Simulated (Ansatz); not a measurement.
A made-up structure of C2H2B, doublet:

```xyz
5
angstrom
B -1.4413 -0.8194 1.3049
C -0.5123 -0.2900 0.4637
C 0.3870 0.2200 -0.3504
H -0.2235 -1.0891 -0.1701
H 0.5555 1.2945 -0.4285
```

It is relaxed with PBE-D4/def2-SVP and then PBE0-D4/def2-TZVP (Ansatz 0.2.0). Atoms count as bonded within 1.22 times the sum of their covalent radii (H–H: 0.88 Å). The end point is not checked to be a true minimum.

**Question.** Does its bonding change? (Judge from chemistry; the calculation decides.)

**Answer.** The calculation gives: Yes. Formed: B1–C3; broken: none.

Where it ends: The first stage lowers the energy by 4.34 eV in 23 steps. It ends as C₂H₂B ([B]1[CH][CH]1):
B1  (-1.116, -0.007, 1.159)
C2  (-0.400, -0.797, 0.156)
C3  (-0.133, 0.529, 0.216)
H4  (-0.084, -1.655, -0.421)
H5  (0.499, 1.246, -0.291)
(Å)

Labels in which every atom is bracketed show which atoms are joined, not bond orders.

For scale, one of the runs: PBE0-D4/def2-TZVP relaxation, 105 basis functions, launched by `ansatz run in.yaml --threads 2 --pin off --events-out ev --progress --plain --max-ram 4352MiB`. Hardware: 2 CPU threads of an Arm Neoverse V1, shared host. Wall time about 8.5 s.
